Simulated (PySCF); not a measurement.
Compound: ClH5Si2.
InChI=1S/ClH5Si2/c1-3-2/h3H2,2H3

Level of theory: EOM-IP-CCSD/aug-cc-pVDZ in PySCF, restricted Hartree–Fock reference, 15 core orbitals frozen, non-relativistic, gas phase, PBE0-D3(BJ)/def2-SVP geometry.

Hartree–Fock orbital energies give these Koopmans values (eV): HOMO 10.96, HOMO-1 12.22, HOMO-2 13.21, HOMO-3 13.29, HOMO-4 13.45, HOMO-5 14.44, HOMO-6 14.45, HOMO-7 18.62.

What vertical ionisation energies does EOM-IP-CCSD give?

| leading hole (HF orbital) | Koopmans (eV) | EOM-IP-CCSD (eV) | change (eV) | one-hole share |
| --- | --- | --- | --- | --- |
| HOMO | 10.96 | 10.35 | -0.61 | 0.96 |
| HOMO-1 | 12.22 | 11.38 | -0.84 | 0.95 |
| HOMO-2 | 13.21 | 12.35 | -0.86 | 0.94 |
| HOMO-3 | 13.29 | 12.53 | -0.76 | 0.94 |
| HOMO-4 | 13.45 | 12.65 | -0.80 | 0.94 |
| HOMO-5 | 14.44 | 13.53 | -0.91 | 0.94 |
| HOMO-6 | 14.45 | 13.56 | -0.89 | 0.94 |
| HOMO-7 | 18.62 | 17.05 | -1.57 | 0.87 |

Does the order of the lines follow the orbital energies?

Yes, no two lines change places. The corrections run from -1.57 to -0.61 eV, with a mean of -0.91 eV over the 8 lines; no line lies above its Koopmans value. Koopmans values leave out both the relaxation of the orbitals and the change in correlation energy.

At what kinetic energies would He I light (21.22 eV) eject these electrons?

10.87 eV (HOMO), 9.84 eV (HOMO-1), 8.87 eV (HOMO-2), 8.69 eV (HOMO-3), 8.57 eV (HOMO-4), 7.69 eV (HOMO-5), 7.66 eV (HOMO-6), 4.17 eV (HOMO-7).

What total energy has the lowest final state, and which wavelength reaches it?

E(CCSD) + ionisation energy = -1040.73862 + 0.38027 = -1040.35835 Eh, at the geometry of the initial state. The threshold wavelength is 1239.84 eV nm/10.35 eV = 119.8 nm.

Lines less than 0.15 eV apart could change places at a higher level. One root was sought for each valence orbital with −ε under 21 eV, eight at most, so deeper holes and satellites are missing; no vibrational structure.
